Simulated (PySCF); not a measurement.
Cyclobutanone: calculation and literature

Bonds (- single, = double, # triple, : aromatic): O1=C2 1.193 Å, C2-C3 1.525 Å, C3-C4 1.548 Å, C4-C5 1.548 Å, C5-C2 1.525 Å. C3 carries H6, H7; C4 carries H8, H9; C5 carries H10, H11.

- J: B3LYP/pcJ-2 (without the spin–dipole term)
- coordinates at the PBE0-D3(BJ)/def2-TZVP level
- NMR shieldings at PBE0/pcSseg-2/GIAO
- program: PySCF 2.14
- isolated molecule, non-relativistic Hamiltonian, one averaged value for each set of equivalent atoms, single conformer

Coupling constants in Hz (some tables give magnitudes without signs):
| coupling | reference | computed | source |
| --- | --- | --- | --- |
| ¹J(C2,C3) | 29.7 | 28.1 | measured; liquid or solution; F. J. Weigert, PhD thesis, Caltech 1968 (Carbon-13 magnetic resonance spectroscopy) |
| ¹J(C3,C4) | 28.5 | 28.6 | measured; liquid or solution; F. J. Weigert, PhD thesis, Caltech 1968 (Carbon-13 magnetic resonance spectroscopy) |
| ²J(C3,C5) | 9.5 | 11.0 | measured; liquid or solution; F. J. Weigert, PhD thesis, Caltech 1968 (Carbon-13 magnetic resonance spectroscopy) |
